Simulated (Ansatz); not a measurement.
`SC1C=N1` + `C=N` → `C=NC1C=N1` + H₂S at 500 K and 1 bar (substitution at a C–S bond).

Calculated with Ansatz (gas phase, PBE0-D4/def2-TZVP geometries, no zero-point term in ΔE). CCSD(T)/CBS is the MP2 limit (def2-TZVPP, def2-QZVPP) plus CCSD(T) − MP2 in def2-TZVPP, frozen cores. This one scheme is used for every species. Each species was taken in one conformer, which may not be the lowest.

```json
{"species": "`SC1C=N1`", "CCSD(T)/CBS energy (Eh)": "-530.29347", "H − E (kJ/mol)": "148.6", "S (J/(mol·K))": "329.3"}
{"species": "`C=N`", "CCSD(T)/CBS energy (Eh)": "-94.52360", "H − E (kJ/mol)": "124.2", "S (J/(mol·K))": "249.5"}
{"species": "`C=NC1C=N1`", "CCSD(T)/CBS energy (Eh)": "-225.85000", "H − E (kJ/mol)": "210.1", "S (J/(mol·K))": "340.6"}
{"species": "H₂S", "CCSD(T)/CBS energy (Eh)": "-398.97279", "H − E (kJ/mol)": "57.0", "S (J/(mol·K))": "224.0"}
```

H − E and S are ideal-gas, rigid-rotor, harmonic terms from PBE0-D4/def2-TZVP, for one conformer and one mirror image of each species. 1 Eh = 2625.50 kJ/mol, R = 8.31446 J/(mol·K).

By hand: ΔE, ΔH, ΔS and ΔG.

ΔE = (-225.85000) + (-398.97279) − (-530.29347) − (-94.52360) = -0.00572 Eh = -15.0 kJ/mol. Δ(H − E) = 210.1 + 57.0 − 148.6 − 124.2 = -5.7, so ΔH = -20.7 kJ/mol. ΔS = 340.6 + 224.0 − 329.3 − 249.5 = -14.2 J/(mol·K). ΔG = -20.7 − 500 × (-14.2)/1000 = -13.6 kJ/mol.

By hand: the equilibrium constant, and the temperature at which ΔG would vanish if ΔH and ΔS stayed fixed.

log₁₀ K = −ΔG/(RT ln 10) = 1.4. ΔG = 0 at ΔH/ΔS = 1458 K, though so small a ΔS makes that figure unsure.

TΔS isn't small against ΔH here. A doubt of 5 kJ/mol in ΔE shifts log₁₀ K by 0.5 here. Other conformers and mirror images would add mixing entropy, several J/(mol·K) or more a flexible species. These are equilibria of isolated gas molecules and say nothing of rates. Largest T1 diagnostic: 0.013 (customary marks: 0.02 for closed shells, 0.045 for open ones).
